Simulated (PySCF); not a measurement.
## NaSi, PBE: how much the basis matters

PySCF, UKS reference; quartet, unpaired electrons σ ↑, π ↑↑; De to Na + Si without counterpoise correction.

```tsv
basis	relativity	functions	Re (Å)	ωe (cm⁻¹)	De (eV)	μ (D)
6-31G(d,p)	no relativity	36	2.719	246	1.44	-6.60
def2-SVPD	no relativity	42	2.721	245	1.48	-6.45
jorge-DZP-DKH	spin-free X2C	48	2.724	245	1.44	-6.52
6-311G(d,p)	no relativity	52	2.724	245	1.44	-6.78
x2c-TZVPPall	spin-free X2C	74	2.710	247	1.45	-6.49
```

How does each smaller set differ from the one with most functions, x2c-TZVPPall?

6-31G(d,p): +0.9 pm, -0.4 % in ωe, -0.01 eV in De; def2-SVPD: +1.1 pm, -0.8 % in ωe, +0.03 eV in De; jorge-DZP-DKH: +1.4 pm, -0.8 % in ωe, -0.01 eV in De; 6-311G(d,p): +1.4 pm, -0.8 % in ωe, -0.01 eV in De. All at PBE; the set with most functions is neither the basis-set limit nor always the best. The rows treat relativity differently, so the differences are not basis effects alone.

A positive dipole means Na(−)Si(+). The state is the lowest determinant that a PBE0 search found; another state may lie lower at other levels.
